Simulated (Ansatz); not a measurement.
# bcc V

All values below come from LDA in Ansatz (plane waves, PAW).

Numerical settings: plane-wave cutoff 520 eV, 26×26×26 k mesh, Fermi–Dirac smearing 0.05 eV, no spin polarisation, scalar-relativistic PAW data made under PBE.

Cell (relaxed at this level):

Space group Im-3m (No. 229); a = b = c = 2.9262 Å, α = β = γ = 90.00°

| atom | site | symmetry | x | y | z |
|---|---|---|---|---|---|
| V | 2a | m-3m | 0.0000 | 0.0000 | 0.0000 |
(The calculation used a cell of 1 atom; values per cell refer to that cell.)

bulk modulus B0: 209 GPa

Measured, for comparison: bulk modulus 161 GPa (corrected for temperature and zero-point phonon effects, our sources range from 159 to 166; as tabulated in Levämäki et al. (2014), arXiv:1402.3671). Computed (rounded) less measured: bulk modulus +30 % (+26 % to +31 % over the range).

Note: the run has no spin polarisation, so it can have missed a magnetic state; the bulk modulus is −V dP/dV from two relaxed cells at ±2 % in volume.

Computed values are for the static lattice.

Computing time: about 30 core-seconds (a rough figure).

Ansatz is a first-principles code.
